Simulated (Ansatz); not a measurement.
# SiHO (quartet): the correlation ladder at a displaced geometry (v1), cc-pVDZ

Aim: climb from Hartree-Fock through coupled cluster for SiHO (quartet) at one geometry and basis, and see what each rung misses.

Computed with Ansatz 0.2.0, Gaussian basis. Level: cc-pVDZ, core rule «outside noble gas», up to 6 orbitals frozen.

Plan: UHF; CCSD(T) on ROHF; CCSD(T) on UHF; BCCD(T) on ROHF; CISD; CCSDT(Q) on ROHF; CCSDT(Q) on UHF.

35 further runs of the same task are left out: 9 for a known fault of the program, 10 that didn't finish, 16 set aside as unsound or not needed.

## 1. What is computed

The geometry is a PBE0/def2-TZVP stationary point (not a proven minimum) with its atoms shifted at random (size 0.040 Å).

3 atoms, charge 0, spin multiplicity 4.

Atoms are counted from 1 here; the program's logs count them from 0.

Bond lengths: Si1–O2 1.738 Å, Si1–H3 1.507 Å. Angles: O2–Si1–H3 113.4°.

Geometry (Å):

```xyz
3
charge 0, multiplicity 4
Si   -0.0008   -0.0897    0.5973
O    -0.0016    0.0801   -1.1322
H     0.0464    1.2274    1.3282
```

## 2. UHF

Input file in.yaml:

```yaml
crystal:
  periodic: [false, false, false]
  atoms:
    - {symbol: Si, position_ang: [-0.000758, -0.089677, 0.597306]}
    - {symbol: O, position_ang: [-0.001591, 0.080094, -1.132190]}
    - {symbol: H, position_ang: [0.046373, 1.227425, 1.328163]}
basis:
  gaussian: {orbitals: cc-pVDZ}
magnetization: {spin_polarized: true, initial_magnetization: 3}
hamiltonian: {xc: hf}
output: {orbitals: {seedname: orbitals}}
```

Run with:

```console
$ ansatz run in.yaml --threads 1 --pin off --events-out ev --progress --plain --max-ram 2393MiB
```

After this run come: CCSD(T) on ROHF; CCSD(T) on UHF; BCCD(T) on ROHF; CISD; CCSDT(Q) on ROHF; CCSDT(Q) on UHF.

**Question.** What will the summary of the whole plan be? Wanted: UCCSDT(Q) below the RHF energy; RMP2 from UCCSDT(Q); UMP2 from UCCSDT(Q); RCCSD from UCCSDT(Q); RCCSD(T) from UCCSDT(Q); UCCSD(T) from UCCSDT(Q); RCCSDT(Q) from UCCSDT(Q); T1 diagnostic.

The runs gave:

```
                         quantity                                                   value
   UCCSDT(Q) below the RHF energy                                              -6.5159 eV
              RMP2 from UCCSDT(Q)                                            +89.0 kJ/mol
              UMP2 from UCCSDT(Q)                                            +88.5 kJ/mol
             RCCSD from UCCSDT(Q)                                            +17.4 kJ/mol
          RCCSD(T) from UCCSDT(Q)                                             +4.0 kJ/mol
          UCCSD(T) from UCCSDT(Q)                                             +3.9 kJ/mol
         RCCSDT(Q) from UCCSDT(Q)                                             +0.3 kJ/mol
levels within 1 kcal/mol (43 meV)  RCCSD(T), UCCSD(T), BCCD(T), RCCSDT, UCCSDT, RCCSDT(Q)
                    T1 diagnostic                                                   0.028
```

In words: RCCSD(T) misses by +4.0 kJ/mol, 0.6 % of the correlation energy. These misses are within one basis, not against nature; the frozen cores of restricted and unrestricted runs differ, which can shift their rows.
